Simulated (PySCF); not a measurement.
# CH4ClSi−: NMR shifts and electronic excitations in gas and solvents

The runs use PySCF 2.14.0, with density-fitted response routines of our own; the level of theory stands in each step. All values are computed, except where a source is named. Atoms count from 0, in the outputs and in this text.

### 1 The starting structure

7 atoms, charge -1, multiplicity 1; geometry from: GFN2-xTB. The atoms were then displaced at random by about 0.01 Å, so the start is not that level's minimum.

Bonds of the start (Å): C0–Si1 1.90, Si1–Cl2 2.29, C0–H3 1.06, C0–H4 1.10, C0–H5 1.13, Si1–H6 1.50.

### 2 Optimising the geometry at PBE0-D3(BJ)/def2-SVP

The job: settings as JSON, then the geometry in Å.

```
{"job": {"xc": "PBE0", "basis": "def2-SVP", "d3": "d3bj", "grid": 1, "shake": 0.01, "kind": "geom"}, "charge": -1, "multiplicity": 1}
C     -0.795880    -0.002430     0.031370
Si     0.937760     0.535360     0.591360
Cl     1.987750    -1.470230     0.270740
H     -1.263550    -0.620820     0.760080
H     -0.850130    -0.508820    -0.942740
H     -1.442390     0.923850    -0.066550
H      1.460390     1.113990    -0.694190
```

Launch:

```console
OMP_NUM_THREADS=1 python probes_run.py task.json out
```

One launch serves the whole session: the jobs run in the order shown.

Q: Estimate the wall time and peak memory of this first job on 1 thread of Arm Neoverse V2, shared host.

About 6.4 s, with a peak of 0.31 GiB.
